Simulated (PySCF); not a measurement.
Compound: C3H5F2N.
Numbering: `[F:1][CH:2]([F:3])[C@@H:4]1[CH2:5][NH:6]1` (hydrogens: H7 on C2; H8 on C4; H9, H10 on C5; H11 on N6)

The same species was optimised twice, with GFN2-xTB and with PBE0-D3(BJ)/def2-SVP (PySCF), and the same property calculations (PySCF, gas phase) were run on both structures.

```csv
coordinate,GFN2-xTB,PBE0-D3(BJ)/def2-SVP,change
C2–C4 (Å),1.508,1.496,-0.012
C5–N6 (Å),1.441,1.451,+0.010
F1–C2 (Å),1.359,1.352,-0.007
C4–N6 (Å),1.442,1.448,+0.006
C4–C5 (Å),1.482,1.477,-0.005
C2–F3 (Å),1.355,1.351,-0.004
C2–C4–C5 (°),119.2,121.2,+2.0
F1–C2–F3 (°),105.7,107.4,+1.7
F3–C2–C4 (°),111.0,110.0,-1.0
F1–C2–C4 (°),110.9,110.1,-0.8
C4–N6–C5 (°),61.8,61.2,-0.6
C5–C4–N6 (°),59.1,59.5,+0.4
C4–C5–N6 (°),59.1,59.3,+0.2
C2–C4–N6 (°),115.2,115.2,0.0
F1–C2–C4–C5 (°),-73,-88,-15
```

Rotational constants: A = 6982, B = 2634, C = 2076 MHz (GFN2-xTB) against A = 6903, B = 2669, C = 2086 MHz (PBE0-D3(BJ)/def2-SVP). Point groups within 0.08 Å: C1 and C1.

On the GFN2-xTB structure: lowest singlet, TDDFT (eV) 6.96 [PBE0/def2-SVPD]; lowest triplet, Tamm–Dancoff (eV) 6.67 [PBE0/def2-SVPD]; isotropic polarisability (au) 44.6 [PBE0/def2-SVPD]; HOMO (eV) -7.77 [PBE0/def2-SVPD]; LUMO (eV) 0.63 [PBE0/def2-SVPD]; dipole (D) 2.80 [PBE0/def2-SVPD]; HOMO (eV) -7.65 [PBE0/pcSseg-1]; LUMO (eV) 1.11 [PBE0/pcSseg-1]; dipole (D) 2.74 [PBE0/pcSseg-1]; GIAO shielding of F1 (ppm) 306.0 [PBE0/pcSseg-1]; GIAO shielding of C2 (ppm) 58.5 [PBE0/pcSseg-1]; GIAO shielding of F3 (ppm) 304.5 [PBE0/pcSseg-1]; GIAO shielding of C4 (ppm) 155.1 [PBE0/pcSseg-1]; GIAO shielding of C5 (ppm) 166.6 [PBE0/pcSseg-1]; GIAO shielding of N6 (ppm) 240.6 [PBE0/pcSseg-1].

**Question.** What do these properties become on the PBE0-D3(BJ)/def2-SVP structure?

**Answer.** 
| property | level | on GFN2-xTB | on PBE0-D3(BJ)/def2-SVP | change |
| --- | --- | --- | --- | --- |
| lowest singlet, TDDFT (eV) | PBE0/def2-SVPD | 6.96 | 7.03 | +0.07 |
| lowest triplet, Tamm–Dancoff (eV) | PBE0/def2-SVPD | 6.67 | 6.75 | +0.08 |
| isotropic polarisability (au) | PBE0/def2-SVPD | 44.6 | 44.8 | +0.2 |
| HOMO (eV) | PBE0/def2-SVPD | -7.77 | -7.89 | -0.12 |
| LUMO (eV) | PBE0/def2-SVPD | 0.63 | 0.58 | -0.05 |
| dipole (D) | PBE0/def2-SVPD | 2.80 | 2.76 | -0.04 |
| energy, GFN2-xTB geometry as zero (kcal/mol) | PBE0/def2-SVPD | 0.0 | -0.6 | -0.6 |
| HOMO (eV) | PBE0/pcSseg-1 | -7.65 | -7.77 | -0.12 |
| LUMO (eV) | PBE0/pcSseg-1 | 1.11 | 1.03 | -0.08 |
| dipole (D) | PBE0/pcSseg-1 | 2.74 | 2.70 | -0.04 |
| energy, GFN2-xTB geometry as zero (kcal/mol) | PBE0/pcSseg-1 | 0.0 | -0.7 | -0.7 |
| GIAO shielding of F1 (ppm) | PBE0/pcSseg-1 | 306.0 | 311.5 | +5.5 |
| GIAO shielding of C2 (ppm) | PBE0/pcSseg-1 | 58.5 | 61.0 | +2.5 |
| GIAO shielding of F3 (ppm) | PBE0/pcSseg-1 | 304.5 | 305.2 | +0.7 |
| GIAO shielding of C4 (ppm) | PBE0/pcSseg-1 | 155.1 | 154.0 | -1.1 |
| GIAO shielding of C5 (ppm) | PBE0/pcSseg-1 | 166.6 | 163.3 | -3.3 |
| GIAO shielding of N6 (ppm) | PBE0/pcSseg-1 | 240.6 | 244.0 | +3.4 |

The heavy atoms differ by 0.109 Å rms after alignment. Among bonds between heavy atoms C2–C4 changes most (-0.012 Å). Changes are differences of the printed values. Neither structure is proved a minimum here.

Shape of the structure used: `[F:1][CH:2]([F:3])[C@@H:4]1[CH2:5][NH:6]1`: F1–C2–C4–C5 -88°.
